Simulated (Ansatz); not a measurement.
Process, species as SMILES: N (NH3) → 3 H atom + N atom
B3LYP-D3(BJ)/def2-TZVP geometries, fixed; electronic energies without zero-point terms.
Largest species:
```
N
H 1 1.0136
H 1 1.0136 2 107.33
H 1 1.0136 2 107.33 3 -115.09
```

Effect of a fitting basis named in the input at HF/aug-cc-pVQZ with Ansatz (an electronic-structure program), against the last row, where the atomisation energy is 200.94 kcal/mol. Open shells are unrestricted. The default fits or decomposes integrals by the program's own choice; accuracy: high also tightens integrals, grids and stops.

```
setting                        largest shift of a total energy (mEh)  shift of the atomisation energy (kcal/mol)
-----------------------------  -------------------------------------  ------------------------------------------
fitting: def2-SV(P)-JKFIT                                      0.004                                       0.003
fitting: def2-universal-JKFIT                                  0.004                                       0.003
fitting: cc-pVTZ-JKFIT                                         0.003                                      -0.001
fitting: cc-pVQZ-JKFIT                                         0.002                                       0.001
fitting: cc-pV5Z-JKFIT                                         0.002                                       0.001
accuracy: high                                                 0.000                                       0.000
accuracy: medium (default)                                     0.000                                       0.000
```

Within 0.02 kcal/mol in the atomisation energy: fitting: def2-SV(P)-JKFIT; fitting: def2-universal-JKFIT; fitting: cc-pVTZ-JKFIT; fitting: cc-pVQZ-JKFIT; fitting: cc-pV5Z-JKFIT; accuracy: high. The largest shift is 0.004 mEh in a total energy and 0.003 kcal/mol in the difference.
